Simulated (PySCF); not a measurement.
Species: C5H8S.
Numbering: `[S:1]=[C:2]1[CH2:3][CH2:4][CH2:5][CH2:6]1` (hydrogens: H7, H8 on C3; H9, H10 on C4; H11, H12 on C5; H13, H14 on C6)

The same species was optimised twice, with GFN2-xTB and with PBE0-D3(BJ)/def2-SVP (PySCF), and the same property calculations (PySCF, gas phase) were run on both structures.

```csv
coordinate,GFN2-xTB,PBE0-D3(BJ)/def2-SVP,change
C2–C6 (Å),1.496,1.510,+0.014
C2–C3 (Å),1.495,1.510,+0.015
S1=C2 (Å),1.619,1.621,+0.002
C5–C6 (Å),1.529,1.529,0.000
C3–C4 (Å),1.529,1.529,0.000
C4–C5 (Å),1.530,1.530,0.000
C3–C2–C6 (°),109.4,107.8,-1.6
S1–C2–C3 (°),125.3,126.1,+0.8
S1–C2–C6 (°),125.3,126.1,+0.8
C2–C6–C5 (°),104.8,105.3,+0.5
C2–C3–C4 (°),104.8,105.3,+0.5
C3–C4–C5 (°),103.5,103.1,-0.4
C4–C5–C6 (°),103.5,103.1,-0.4
```

Rotational constants: A = 6776, B = 2001, C = 1629 MHz (GFN2-xTB) against A = 6764, B = 1973, C = 1612 MHz (PBE0-D3(BJ)/def2-SVP). Point groups within 0.08 Å: C2 and C2. Atoms that the bonding makes alike are paired by their places after alignment.

On the GFN2-xTB structure: lowest singlet, TDDFT (eV) 2.44 [B3LYP/def2-SVPD]; lowest triplet, Tamm–Dancoff (eV) 2.03 [B3LYP/def2-SVPD]; isotropic polarisability (au) 79.5 [B3LYP/def2-SVPD]; HOMO (eV) -5.97 [B3LYP/def2-SVPD]; LUMO (eV) -2.16 [B3LYP/def2-SVPD]; dipole (D) 3.25 [B3LYP/def2-SVPD]; HOMO (eV) -6.16 [PBE0/pcSseg-1]; LUMO (eV) -1.89 [PBE0/pcSseg-1]; dipole (D) 3.09 [PBE0/pcSseg-1]; GIAO shielding of S1 (ppm) -415.4 [PBE0/pcSseg-1]; GIAO shielding of C2 (ppm) -100.2 [PBE0/pcSseg-1]; GIAO shielding of C3/C6 (mean) (ppm) 131.1 [PBE0/pcSseg-1]; GIAO shielding of C4/C5 (mean) (ppm) 156.2 [PBE0/pcSseg-1].

Q: What do these properties become on the PBE0-D3(BJ)/def2-SVP structure?

A: 
```csv
property,level,on GFN2-xTB,on PBE0-D3(BJ)/def2-SVP,change
"lowest singlet, TDDFT (eV)",B3LYP/def2-SVPD,2.44,2.47,+0.03
"lowest triplet, Tamm–Dancoff (eV)",B3LYP/def2-SVPD,2.03,2.06,+0.03
isotropic polarisability (au),B3LYP/def2-SVPD,79.5,80.6,+1.1
HOMO (eV),B3LYP/def2-SVPD,-5.97,-6.00,-0.03
LUMO (eV),B3LYP/def2-SVPD,-2.16,-2.15,+0.01
dipole (D),B3LYP/def2-SVPD,3.25,3.25,0.00
"energy, GFN2-xTB geometry as zero (kcal/mol)",B3LYP/def2-SVPD,0.0,-0.8,-0.8
HOMO (eV),PBE0/pcSseg-1,-6.16,-6.19,-0.03
LUMO (eV),PBE0/pcSseg-1,-1.89,-1.88,+0.01
dipole (D),PBE0/pcSseg-1,3.09,3.10,+0.01
"energy, GFN2-xTB geometry as zero (kcal/mol)",PBE0/pcSseg-1,0.0,-0.4,-0.4
GIAO shielding of S1 (ppm),PBE0/pcSseg-1,-415.4,-391.5,+23.9
GIAO shielding of C2 (ppm),PBE0/pcSseg-1,-100.2,-100.1,+0.1
GIAO shielding of C3/C6 (mean) (ppm),PBE0/pcSseg-1,131.1,128.4,-2.7
GIAO shielding of C4/C5 (mean) (ppm),PBE0/pcSseg-1,156.2,154.8,-1.4
```

The heavy atoms differ by 0.014 Å rms after alignment. Among bonds between heavy atoms C2–C3 and C2–C6 change most and about equally (+0.014 to +0.015 Å). Changes are differences of the printed values. Neither structure is proved a minimum here.
